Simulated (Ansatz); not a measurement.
`O[SiH2][SiH2]`, charge 0, multiplicity 2.

Task: Give a relaxed structure at PBE0-D4/def2-TZVP (Ansatz 0.2.0). (Estimate.)

Result: Computed: 
Z-matrix (Å, degrees):
```
Si
Si 1 2.337
O 1 1.652 2 111.8
H 1 1.494 2 110.3 3 123.6
H 1 1.483 2 109.1 3 -117.0
H 2 1.490 1 114.2 3 171.8
H 2 1.492 1 114.7 3 -61.1
H 3 0.958 1 117.8 2 63.6
```
